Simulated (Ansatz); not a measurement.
**BSiH₃ (singlet): PBE, r2SCAN, PBE0, B3LYP, wB97M-V, B2PLYP, RPA-PBE over vertical spin and charge gaps, cc-pVDZ**

Aim: run BSiH₃ (singlet) with these functionals over vertical spin and charge gaps, and hold them against the top wave-function level at the same points.

Computed with Ansatz 0.2.0, Gaussian basis. Level: cc-pVDZ, all electrons in the functionals, frozen cores in the correlation of double hybrids and RPA.

The runs, in order: PBE, r2SCAN, PBE0, B3LYP, wB97M-V, B2PLYP, RPA-PBE, at charge 0, singlet; charge 0, triplet; charge 1, doublet.

4 further runs of the same task are left out: 4 set aside as unsound or not needed.

## Step 1: The system

The geometry is a PBE0/def2-TZVP stationary point (not a proven minimum).

5 atoms, charge 0, spin multiplicity 1.

Atoms are counted from 1 here; the program's logs count them from 0.

Bond lengths: Si1–B2 1.821 Å, Si1–H3 1.477 Å, Si1–H4 1.477 Å, B2–H5 1.179 Å. Angles: B2–Si1–H3 121.0°, B2–Si1–H4 121.0°, H3–Si1–H4 118.0°, Si1–B2–H5 180.0°.

Coordinates:

```xyz
5
charge 0, multiplicity 1
Si    0.0000    0.0000    0.5052
B     0.0000    0.0000   -1.3160
H     0.0000    1.2660    1.2662
H     0.0000   -1.2660    1.2662
H     0.0000    0.0000   -2.4954
```

No dispersion term is added; wB97M-V holds VV10 nonlocal correlation. B3LYP takes the VWN-RPA correlation.

The geometry shown and the zero of energy belong to the point charge 0, singlet. The yardstick, UCCSDT(Q), and other wave-function levels (R restricted, U unrestricted, valence and pair active spaces) come from earlier runs.

## Step 2: PBE, charge 0, singlet

in.yaml

```yaml
crystal:
  periodic: [false, false, false]
  atoms:
    - {symbol: Si, position_ang: [0.000000, 0.000000, 0.505242]}
    - {symbol: B, position_ang: [0.000000, 0.000000, -1.316005]}
    - {symbol: H, position_ang: [0.000000, 1.265985, 1.266213]}
    - {symbol: H, position_ang: [0.000000, -1.265985, 1.266213]}
    - {symbol: H, position_ang: [0.000000, 0.000000, -2.495380]}
basis:
  gaussian: {orbitals: cc-pVDZ}
magnetization: {spin_polarized: true, initial_magnetization: 0}
hamiltonian: {xc: {name: PBE}}
output: {orbitals: {seedname: orbitals}}
```

On the command line:

```bash
ansatz run in.yaml --threads 1 --pin off --events-out ev --progress --plain --max-ram 2816MiB --backend cpu
```

The runs that follow: PBE, charge 0, triplet; PBE, charge 1, doublet; r2SCAN, charge 0, singlet; r2SCAN, charge 0, triplet; r2SCAN, charge 1, doublet; PBE0, charge 0, singlet; PBE0, charge 0, triplet; PBE0, charge 1, doublet; B3LYP, charge 0, singlet; B3LYP, charge 0, triplet; B3LYP, charge 1, doublet; wB97M-V, charge 0, singlet; wB97M-V, charge 0, triplet; wB97M-V, charge 1, doublet; B2PLYP, charge 0, singlet; B2PLYP, charge 0, triplet; B2PLYP, charge 1, doublet; RPA-PBE, charge 0, singlet; RPA-PBE, charge 0, triplet; RPA-PBE, charge 1, doublet.

Q: Predict the results of all the runs planned. Wanted: singlet to triplet, UCCSDT(Q); ionisation to the doublet cation, UCCSDT(Q); largest miss, PBE; largest miss, r2SCAN; largest miss, PBE0; largest miss, B3LYP; largest miss, wB97M-V; largest miss, B2PLYP; largest miss, RPA-PBE.

The runs gave:

```
                                   quantity                                             value
              singlet to triplet, UCCSDT(Q)                                     18.4 kcal/mol
ionisation to the doublet cation, UCCSDT(Q)                                    183.8 kcal/mol
                          largest miss, PBE                -3.8 kcal/mol (singlet to triplet)
                       largest miss, r2SCAN                -7.3 kcal/mol (singlet to triplet)
                         largest miss, PBE0                -6.1 kcal/mol (singlet to triplet)
                        largest miss, B3LYP                -2.4 kcal/mol (singlet to triplet)
                      largest miss, wB97M-V                -1.6 kcal/mol (singlet to triplet)
                       largest miss, B2PLYP                -1.9 kcal/mol (singlet to triplet)
                      largest miss, RPA-PBE  +3.1 kcal/mol (ionisation to the doublet cation)
                     largest miss, RCCSD(T)  -0.3 kcal/mol (ionisation to the doublet cation)
                     largest miss, UCCSD(T)  -0.3 kcal/mol (ionisation to the doublet cation)
```

**Reading.** Of the functionals, wB97M-V keep the smallest largest miss at the points compared (at most 1.6 kcal/mol) and r2SCAN strays most (7.3 kcal/mol, at singlet to triplet). Functionals and the yardstick converge differently with the basis, so part of each miss in cc-pVDZ is the basis.
